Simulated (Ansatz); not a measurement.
# BH2− (triplet): wave-function methods side by side at distance B1–H2 = 4.205 Å, 6-31++G**

How much of the correlation energy of BH2− (triplet) does each wave-function method recover here?

Program: Ansatz 0.2.0, Gaussian basis. Level of theory: 6-31++G**, core rule «outside noble gas», up to 1 orbitals frozen. These are calculated values, not measurements.

To be run: UHF; CCSD(T) on ROHF; CCSD(T) on UHF; BCCD(T) on ROHF; CISD; CCSDT(Q) on ROHF; CCSDT(Q) on UHF; CASSCF and MRCISD+Q, 4 electrons in 4 orbitals; CASSCF and NEVPT2, 4 electrons in 4 orbitals; CASSCF and MRCISD+Q, 6 electrons in 6 orbitals; CASSCF and MRCISD+Q(relaxed), 6 electrons in 6 orbitals; CASSCF and NEVPT2, 6 electrons in 6 orbitals; Full CI.

16 further runs of the same task are left out: 3 for a known fault of the program, 13 that didn't finish.

## Step 1: What is computed

The geometry derives from a PBE0/def2-TZVPD stationary point (not a proven minimum). One bond is set to the value named and the two fragments are kept rigid.

3 atoms, charge -1, spin multiplicity 3.

Atoms are counted from 1 here; the program's logs count them from 0.

Bond lengths: B1–H3 1.209 Å.

As a file:

```xyz
3
BH2
B     0.00000   -0.18335    0.21243
H     0.00000    1.62884   -3.58203
H     0.00000    0.33773    1.30351
```

## Step 2: UHF

Input file in.yaml:

```yaml
crystal:
  periodic: [false, false, false]
  atoms:
    - {symbol: B, position_ang: [0.000000, -0.183350, 0.212433]}
    - {symbol: H, position_ang: [0.000000, 1.628844, -3.582033]}
    - {symbol: H, position_ang: [0.000000, 0.337734, 1.303506]}
basis:
  gaussian: {orbitals: "6-31++G**"}
total_charge: -1
magnetization: {spin_polarized: true, initial_magnetization: 2}
hamiltonian: {xc: hf}
output: {orbitals: {seedname: orbitals}}
```

The run is started by

```bash
ansatz run in.yaml --threads 1 --pin off --events-out ev --progress --plain --max-ram 2393MiB
```

The runs that follow: CCSD(T) on ROHF; CCSD(T) on UHF; BCCD(T) on ROHF; CISD; CCSDT(Q) on ROHF; CCSDT(Q) on UHF; CASSCF and MRCISD+Q, 4 electrons in 4 orbitals; CASSCF and NEVPT2, 4 electrons in 4 orbitals; CASSCF and MRCISD+Q, 6 electrons in 6 orbitals; CASSCF and MRCISD+Q(relaxed), 6 electrons in 6 orbitals; CASSCF and NEVPT2, 6 electrons in 6 orbitals; Full CI.

Q: Predict the results of all the runs planned. Wanted: FCI from the RHF energy; RMP2 from FCI; UMP2 from FCI; RCCSD from FCI; RCCSD(T) from FCI; UCCSD(T) from FCI; RCCSDT(Q) from FCI; NEVPT2 valence from FCI; MRCISD+Q valence from FCI.

**Answer**, as computed:

| quantity | value |
| --- | --- |
| FCI from the ROHF energy | -2.6753 eV |
| RMP2 from FCI | +708.3 meV |
| UMP2 from FCI | +791.3 meV |
| RCCSD from FCI | +125.8 meV |
| RCCSD(T) from FCI | +44.3 meV |
| UCCSD(T) from FCI | +48.3 meV |
| RCCSDT(Q) from FCI | +2.2 meV |
| NEVPT2 valence from FCI | +645.6 meV |
| MRCISD+Q valence from FCI | +55.1 meV |
| MRCISD+Q(relaxed) valence from FCI | +21.7 meV |
| levels within 1 kcal/mol (43 meV) | BCCD(T), RCCSDT, RCCSDT(Q), MRCISD+Q(relaxed) valence |
| T1 diagnostic | 0.039 |
| effectively unpaired electrons | 2.11 |

In words: RCCSD(T) misses by +44.3 meV, 1.7 % of the correlation energy. One determinant dominates. Of the multireference levels listed MRCISD+Q(relaxed) valence comes nearest in total energy (+21.7 meV), which doesn't show that its space is the better one. Coupled cluster took another determinant than the lowest Hartree-Fock one. These misses are within one basis, not against nature; the frozen cores of restricted and unrestricted runs differ, which can shift their rows.

Levels on UHF freeze UHF's core orbitals, full CI those of ROHF, so the U rows can settle a little off it for that reason alone.

With open shells the CI space here admits some triples and quadruples, so it is larger than plain CISD.
